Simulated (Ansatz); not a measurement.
# SiH₃ (doublet): relaxing a cheap start

Where does this start of SiH₃ (doublet) end when it is relaxed?

Computed with Ansatz 0.2.0, Gaussian basis. Level: UKS PBE0/def2-SVP.

## Step 1: The starting structure

4 atoms, charge 0, spin multiplicity 2.

Atoms are counted from 1 here; the program's logs count them from 0.

Bond lengths: Si1–H2 1.462 Å, Si1–H3 1.462 Å, Si1–H4 1.465 Å. Angles: H2–Si1–H3 111.1°, H2–Si1–H4 109.5°, H3–Si1–H4 109.5°.

The start is a generated structure. Sticks and bond lists go by distance. 

## Step 2: Relaxation

Contents of in.yaml:

```yaml
crystal:
  periodic: [false, false, false]
  atoms:
    - {symbol: Si, position_ang: [-0.640830, -0.361550, -0.395920]}
    - {symbol: H, position_ang: [-1.825500, -0.602940, 0.426340]}
    - {symbol: H, position_ang: [-0.298920, -1.544330, -1.184630]}
    - {symbol: H, position_ang: [-0.890510, 0.768910, -1.293660]}
basis:
  gaussian: {orbitals: def2-SVP}
magnetization: {spin_polarized: true, initial_magnetization: 1}
hamiltonian: {xc: pbe0}
relax: {f_tol: 0.01, max_steps: 150}
```

On the command line:

```sh
ansatz run in.yaml --threads 1 --pin off --events-out ev --progress --plain --max-ram 24576MiB --backend cuda --devices 0, --max-vram 18GiB
```

What does the calculation give? Wanted: energy gained; shift from the start; total energy; dipole moment; ⟨S²⟩.

**Answer**, as computed:

| quantity | value |
| --- | --- |
| steps | 4 |
| energy gained | 0.034 eV |
| shift from the start (rms) | 0.038 Å |
| total energy | -7918.6978 eV |
| dipole moment | 0.03 D |
| ⟨S²⟩ | 0.752 |

The bonds of the start are those of the end. Si1–H2 went from 1.462 to 1.494 Å. No vibrations were run, so this is a stationary point, not a proven minimum, and this spin need not be the ground state's.
